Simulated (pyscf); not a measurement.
Structures and frequencies: ωB97X-D3(BJ)/def2-SVP in PySCF. MP2 and CC: frozen core, UHF for open shells. ΔMP2 is the change of the MP2 total energy from the triple- to the quadruple-zeta basis.

### Question
AsH₃ + H₂B–OH -> H₂B–AsH₂ + water (H₂O)
Surface: singlet. Broken: As–H, B–O. Formed: As–B, H–O. Give ΔE‡ and ΔE from CCSD(T)/def2-TZVPP + ΔMP2(QZVPP), relative to the separated reactants.

### Answer
ΔE‡ = 39.4 kcal/mol, ΔE = +28.2 kcal/mol. Zero-point energy shifts the barrier by +0.5 kcal/mol. It is a four-centre exchange, with an imaginary mode of 1333i cm⁻¹. On the product side the descent ends in an adduct with a B–O contact, 15.6 kcal/mol under the separated species and 24.3 kcal/mol under the saddle at ωB97X-D3(BJ)/def2-TZVP. What is counted as broken (B–O) persists as a longer contact in the product adduct; parting that adduct is a step of its own. This is the saddle that the search found; another between the same sides may lie lower. The CCSD(T) − MP2 part came from Ansatz, without density fitting, on the same reference. The frozen core leaves the outer d or s,p core shells of the metals and heavy elements correlated in the MP2 and CC values, and def2-TZVPP describes them poorly, which can shift differences by a few kcal/mol. Elements up to Kr have no core potential and no relativistic terms here.
